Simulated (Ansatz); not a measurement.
## Heating and cooling a random packing of Sr19Ca5

A packing of 24 atoms, thrown in at random and pushed apart as soft spheres with like charges further apart (5 Ca, 19 Sr) went through Langevin stages in a fixed cell of 50.86 Å³/atom, at one k point, without spin and with a Fermi–Dirac width of kT (0.05 eV at least). These are results of Ansatz, DFT PBE, scalar-relativistic, plane waves, PAW, not measurements.

```json
{"thermostat (K)": "1540", "duration (fs)": "72", "friction (1/fs)": "0.030", "cutoff (eV)": "320", "mean T (K)": "1315", "mean P (GPa)": "1.8", "mean square displacement (Å²)": "0.10"}
{"thermostat (K)": "1540", "duration (fs)": "114", "friction (1/fs)": "0.030", "cutoff (eV)": "420", "mean T (K)": "1735", "mean P (GPa)": "2.0", "mean square displacement (Å²)": "0.28"}
{"thermostat (K)": "1110", "duration (fs)": "87", "friction (1/fs)": "0.030", "cutoff (eV)": "420", "mean T (K)": "1052", "mean P (GPa)": "1.7", "mean square displacement (Å²)": "0.15"}
{"thermostat (K)": "620", "duration (fs)": "99", "friction (1/fs)": "0.030", "cutoff (eV)": "420", "mean T (K)": "855", "mean P (GPa)": "1.6", "mean square displacement (Å²)": "0.14"}
{"thermostat (K)": "300", "duration (fs)": "120", "friction (1/fs)": "0.030", "cutoff (eV)": "420", "mean T (K)": "382", "mean P (GPa)": "1.2", "mean square displacement (Å²)": "0.07"}
```

Means run over the second half of a stage; pressure includes the kinetic part; displacements count from the stage's start, the atoms' common shift taken off. In so short a run the atoms moved about a bond length or less in the hot stages, so this is an annealed packing, not a quenched equilibrium liquid.

Cell and atoms were then relaxed on coarser meshes and computed once more: Cutoff 420 eV; k points 3×3×3 on the computed 24-atom cell (Γ-centred); Gaussian smearing, width 0.10 eV; no spin polarisation.

Task: What structure is left?

Result: One draw of many: 53.25 Å³/atom with no gap on the mesh, 0.06 eV/atom above the elements' standard states (static lattices, no corrections for gases) (a random packing after short dynamics, relaxed).

Counting as bonded all pairs within 1.3 times the summed covalent radii:

| atom → neighbour | mean count | mean length (Å) | spread (Å) |
| --- | --- | --- | --- |
| Ca → Ca | 1.60 | 4.05 | 0.15 |
| Ca → Sr | 9.60 | 4.20 | 0.27 |
| Sr → Ca | 2.53 | 4.20 | 0.27 |
| Sr → Sr | 9.89 | 4.31 | 0.24 |

Angles between all pairs of such bonds at an atom (mean ± spread): 97 ± 34° at Ca, 97 ± 34° at Sr.

```
Sr Ca
1.0
    11.74193    0.69806    0.50177
     0.67429   10.48631    1.02113
     0.57612    1.11346   10.54592
Sr Ca
19 5
Cartesian
  4.4113 8.5420 9.0919
  10.9536 5.3070 8.4799
  0.8497 0.9845 8.4483
  6.1454 3.8221 5.0543
  4.8258 7.5177 5.4005
  10.2929 2.7809 5.2915
  5.4816 1.3163 1.6573
  6.8660 5.2713 8.6833
  2.8044 1.2867 4.8504
  2.7795 8.9613 2.4059
  4.9676 1.6080 8.5564
  10.3869 10.4691 3.1459
  4.1183 5.0394 1.6700
  12.2850 9.2168 7.0143
  7.6546 10.4230 6.1562
  8.5614 4.1500 1.6536
  0.9971 2.4049 1.1088
  12.2038 8.2312 11.4467
  7.0149 8.0033 2.0439
  1.2665 5.2125 4.3174
  9.1078 6.7855 5.2377
  8.7563 1.7281 8.9388
  8.8045 8.5142 9.1249
  3.0073 4.9414 8.0110
```

The relaxation stopped before its thresholds.

Cost: 6 runs of about 75 core-minutes in all (earlier runs that led there not counted), on Arm Neoverse V1 (shared hosts).